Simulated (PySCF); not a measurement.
## Spin states of CH

Unrestricted PBE0; basis H def2-SVP, C def2-SVP; no relativity; PySCF 2.14. Outer shells of the fragments: H 1s1; C 2s2 2p2.

Followed along the bond (rough minima from three points):

```csv
2Ms+1,unpaired,⟨S²⟩ at the start,R at minimum (Å),Te (eV)
2,π ↑,0.75,1.13,0.00
4,"σ ↑, π ↑↑",3.75,1.10,0.41
```

Solutions found at the starting distance of 1.030 Å, counted from the lowest of them; the search is not exhaustive and high or unbound solutions are not listed, so other states can lie among these:

```csv
2Ms+1,unpaired,term,E (eV),⟨S²⟩,⟨Lz²⟩,μ (D)
2,π ↑,²Π,0.00,0.75,1.00,-1.71
4,"σ ↑, π ↑↑",⁴Σ⁻,0.32,3.75,0.00,-0.60
2,"σ ↑, π ↑↓",mixed,1.67,1.75,2.01,-0.88
2,"σ ↓, π ↑↑",mixed,1.88,1.76,0.00,-1.11
2,σ ↑,mixed,3.18,0.75,2.00,-0.88
2,π ↑,²Π,6.89,0.78,1.00,-0.23
```

A term symbol is given only where ⟨S²⟩ and ⟨Lz²⟩ are close to those of a pure state; real π, δ and φ orbitals otherwise mix terms. A positive dipole means H(−)C(+).

Compare the gap between the two lowest followed solutions at the starting distance with the gap between their minima.

At PBE0 the second solution (quartet, unpaired electrons σ ↑, π ↑↑) lies +0.32 eV from the first (doublet, unpaired electrons π ↑) at 1.030 Å and +0.41 eV at the minima; the two curves relax by different amounts, since their minima lie near 1.10 and 1.13 Å.

Counting both spins, an empty level lies below a filled one in some of these solutions, because spin and occupation are held.
